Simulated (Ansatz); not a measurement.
in.yaml

```yaml
crystal:
  periodic: [false, false, false]
  atoms:
    - {symbol: O, position_ang: [0.000000, 0.000000, 0.000000]}
    - {symbol: H, position_ang: [0.000000, 0.000000, 0.973108]}
basis:
  gaussian: {orbitals: cc-pVTZ}
magnetization: {spin_polarized: false, initial_magnetization: 1}
correlation: {method: ccsdt_q, electrons: outside_noble_gas}
```

```sh
$ ansatz run in.yaml --threads 1 --pin off --events-out ev --progress --plain --max-ram 3956MiB --backend cpu
```

The program prints:

```
491 factors; integrals over basis functions are off by at most 2.1e-7 eV
mean field evaluation 1: about -2051.7381 eV, gradient 1.4e1 eV
mean field evaluation 2: about -2051.7382 eV, gradient 1.4e1 eV
mean field evaluation 4: about -2052.1241 eV, gradient 1.4e0 eV
mean field evaluation 8: about -2052.1283 eV, gradient 6.0e-4 eV
mean field evaluation 16: about -2051.9541 eV, gradient 9.5e0 eV
mean field evaluation 32: about -2052.1283 eV, gradient 5.4e-4 eV
mean field -2052.12834723 eV, -75.4143257783 hartree, gradient 2.5e-6 eV, S^2 0.750000; 2 other end points of the search recorded, 0 dependent functions left out
1 core orbitals not correlated: weight in the atoms' cores, before any rotation towards them, 1.000 or more for the frozen orbitals, at most 0.000 for the correlated occupied ones
reference -2052.12834723 eV, -75.4143257783 hartree; 4, 3 occupied and 39, 40 virtual orbitals, 491 factors
second order -5.48683700 eV of doubles, -0.08954793 eV of singles
cycle   1  -5.81841589 eV  change   -2.4e-1 eV  update   3.9e-2
cycle   2  -6.03178098 eV  change   -2.1e-1 eV  update   1.5e-2
cycle   3  -6.09605513 eV  change   -6.4e-2 eV  update   6.5e-3
cycle   4  -6.08472158 eV  change    1.1e-2 eV  update   2.3e-3
cycle   5  -6.08332197 eV  change    1.4e-3 eV  update   1.3e-3
cycle   6  -6.08589106 eV  change   -2.6e-3 eV  update   5.4e-4
cycle   7  -6.08570169 eV  change    1.9e-4 eV  update   2.2e-4
cycle   8  -6.08556912 eV  change    1.3e-4 eV  update   1.2e-4
cycle   9  -6.08564008 eV  change   -7.1e-5 eV  update   4.3e-5
cycle  10  -6.08557973 eV  change    6.0e-5 eV  update   1.7e-5
cycle  11  -6.08561357 eV  change   -3.4e-5 eV  update   6.6e-6
cycle  12  -6.08561109 eV  change    2.5e-6 eV  update   2.4e-6
cycle  13  -6.08561269 eV  change   -1.6e-6 eV  update   8.0e-7
cycle  14  -6.08561250 eV  change    1.9e-7 eV  update   2.6e-7
perturbative correction -0.00472437 eV, -0.0001736175 hartree
Total energy: -2058.21868411 eV, -75.6381415303 hartree
```

For the same geometry and basis full CI lies 0.1 meV higher.

Ran on 1 thread of AMD EPYC 7R13, shared host: 17 s wall, 0.38 GiB peak host memory.
